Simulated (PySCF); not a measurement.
Mapped SMILES: `[CH:1]#[C:2][CH2:3][C:4]#[C:5][CH3:6]` (H(Xn): hydrogen on atom n).

[PySCF: GIAO PBE0/pcSseg-1 shieldings; coordinates at the GFN2-xTB level; B3LYP/pcJ-1 coupling constants (without the spin–dipole term); fast rotation and ring inversion assumed for equivalent nuclei; single conformer; no solvent; non-relativistic Hamiltonian]

References, each an isolated molecule treated in the same way: 1H (31.72 ppm) against TMS.

The spectrum was simulated from the full spin Hamiltonian at 200 MHz with 1.0 Hz Lorentzian lines, from shifts rounded to 0.01 ppm and J to 0.1 Hz, couplings under 1 Hz left out.

(1) List the maxima of its 1H spectrum with integrals.

(2) Summarise it as multiplets with assignments.

Answers

(1) 
Maxima in Hz from TMS (height), grouped by integral:
2H: 651.2 (9), 647.7 (31), 644.1 (46), 640.5 (33), 636.9 (10)
3H: 401.5 (53), 398.0 (100), 394.5 (50)
1H: 289.8 (17), 286.0 (33), 282.2 (17)

(2) 1H NMR (200 MHz, computed): δ 3.22 (quint, J = 3.6 Hz, 2H, H(C3)), 1.99 (t, J = 3.5 Hz, 3H, H(C6)), 1.43 (t, J = 3.8 Hz, 1H, H(C1)). These are first-order names; overlap and second-order distortion can hide them in the list.

Splittings below 1 Hz are ignored in the labels, and close J values are merged.
